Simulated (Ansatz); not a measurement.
Input (CCSDT(Q)/cc-pVDZ; Ansatz, an electronic-structure program):

Ansatz 0.2 input:
```yaml
crystal:
  periodic: [false, false, false]
  atoms:
    - {symbol: C, position_ang: [-0.00517534, -0.10696577, 0.84074838]}
    - {symbol: C, position_ang: [-0.01360476, -0.69854769, -0.52112947]}
    - {symbol: C, position_ang: [0.01459619, 0.56938060, -0.61931483]}
    - {symbol: H, position_ang: [0.91046776, -0.08734705, 1.42564298]}
    - {symbol: H, position_ang: [-0.92297864, -0.04704489, 1.41948447]}
    - {symbol: H, position_ang: [0.03761437, 1.55118910, -1.04695191]}
basis:
  gaussian:
    orbitals: cc-pVDZ
magnetization: {spin_polarized: true, initial_magnetization: 1}
correlation: {method: ccsdt_q, electrons: outside_noble_gas}
```

Output:

```
Functional definition: HF
integrals: 0.06 GiB planned
1077 factors; integrals over basis functions are off by at most 2.2e-7 eV
mean field: 0.15 GiB planned
mean field evaluation 1: about -3132.7721 eV, gradient 1.4e1 eV
mean field evaluation 2: about -3132.7750 eV, gradient 1.4e1 eV
mean field evaluation 4: about -3134.1988 eV, gradient 2.1e0 eV
mean field evaluation 8: about -3134.2943 eV, gradient 4.2e-1 eV
mean field evaluation 16: about -3134.3353 eV, gradient 2.5e-6 eV
mean field evaluation 32: about -3133.4798 eV, gradient 5.4e0 eV
mean field evaluation 64: about -3132.3316 eV, gradient 1.0e-3 eV
mean field -3134.33527904 eV, -115.1846969759 hartree, gradient 2.5e-6 eV, S^2 0.890597; 3 other end points of the search recorded, 0 dependent functions left out
determinant -3134.33527904 eV, -115.1846969759 hartree, with singles and doubles -3145.25725047 eV, -115.5860720228 hartree
determinant -3132.33161894 eV, -115.1110638255 hartree, with singles and doubles -3142.85442403 eV, -115.4977697800 hartree
3 core orbitals not correlated
reference -3134.33527904 eV, -115.1846969759 hartree; 8, 7 occupied and 46, 47 virtual orbitals, 1077 factors
second order -9.96511435 eV of doubles, -0.00000000 eV of singles
coupled cluster: 1.46 GiB planned
cycle   1  -10.38627167 eV  change   -4.2e-1 eV  update   1.0e-1
cycle   2  -11.03755853 eV  change   -6.5e-1 eV  update   5.1e-2
cycle   3  -11.43025108 eV  change   -3.9e-1 eV  update   3.5e-2
cycle   4  -11.38294594 eV  change    4.7e-2 eV  update   1.8e-2
cycle   5  -11.38845371 eV  change   -5.5e-3 eV  update   1.0e-2
cycle   6  -11.40757083 eV  change   -1.9e-2 eV  update   3.9e-3
cycle   7  -11.40445020 eV  change    3.1e-3 eV  update   1.9e-3
cycle   8  -11.40342792 eV  change    1.0e-3 eV  update   1.2e-3
cycle   9  -11.40461681 eV  change   -1.2e-3 eV  update   7.2e-4
cycle  10  -11.40385207 eV  change    7.6e-4 eV  update   4.1e-4
cycle  11  -11.40485558 eV  change   -1.0e-3 eV  update   2.1e-4
cycle  12  -11.40495492 eV  change   -9.9e-5 eV  update   8.5e-5
cycle  13  -11.40500865 eV  change   -5.4e-5 eV  update   4.4e-5
cycle  14  -11.40503851 eV  change   -3.0e-5 eV  update   1.9e-5
cycle  15  -11.40504579 eV  change   -7.3e-6 eV  update   1.0e-5
cycle  16  -11.40504145 eV  change    4.3e-6 eV  update   4.6e-6
cycle  17  -11.40503983 eV  change    1.6e-6 eV  update   2.2e-6
cycle  18  -11.40503640 eV  change    3.4e-6 eV  update   1.1e-6
cycle  19  -11.40503501 eV  change    1.4e-6 eV  update   5.3e-7
coupled cluster: 1.46 GiB planned
perturbative correction -0.03896650 eV, -0.0014319923 hartree
Total energy: -3145.77928054 eV, -115.6052562741 hartree
```

The determinant is spin-contaminated: <S^2> is 0.89, 0.14 over the pure value.
